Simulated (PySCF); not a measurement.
F2, SMILES FF.

Geometry optimised at PBE-D3(BJ)/def2-TZVPD.

The numbers are results of PySCF with PBE-D3(BJ)/def2-TZVPD, not measurements.

Harmonic, unscaled wavenumbers; measured fundamentals usually lie a few per cent lower.

Computed vibrational spectrum:
```tsv
mode	ν (cm⁻¹)	IR (km/mol)	moving atoms (share of kinetic energy)
1	995	0.0	F 100 %
```
